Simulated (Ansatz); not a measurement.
The input, for Ansatz 0.2.0:

```yaml
crystal:
  periodic: [false, false, false]
  atoms:
    - {symbol: Si, position_ang: [0.000000, 0.049734, 1.130850]}
    - {symbol: Al, position_ang: [0.000000, -0.102648, -1.247806]}
    - {symbol: H, position_ang: [0.000000, 1.267953, 1.991081]}
    - {symbol: H, position_ang: [0.000000, -1.155684, 2.002693]}
    - {symbol: H, position_ang: [0.000000, 1.249712, -2.101556]}
basis:
  gaussian: {orbitals: cc-pVDZ}
magnetization: {spin_polarized: true, initial_magnetization: 2}
hamiltonian: {xc: hf}
output: {orbitals: {seedname: orbitals}}
```

```sh
$ ansatz run in.yaml --threads 1 --pin off --events-out ev --progress --plain --max-ram 2393MiB
```

Output:

```
493 factors; integrals over basis functions are off by at most 1.3e-3 eV
mean field evaluation 1: about -14489.5661 eV, gradient 8.0e0 eV
mean field evaluation 2: about -14489.5686 eV, gradient 8.0e0 eV
mean field evaluation 4: about -14490.7224 eV, gradient 8.2e-1 eV
mean field evaluation 8: about -14490.7436 eV, gradient 1.2e-3 eV
mean field -14490.74359247 eV, -532.5250048445 hartree, gradient 9.3e-6 eV, S^2 2.017407; 0 other end points of the search recorded, 0 dependent functions left out
reference -14490.74359247 eV, -532.5250048445 hartree; 16, 14 occupied and 35, 37 virtual orbitals, 493 factors
Total energy: -14490.74359247 eV, -532.5250048445 hartree
```

Ran on 1 thread of Arm Neoverse V2, shared host: 0.39 s wall, 0.08 GiB peak host memory.
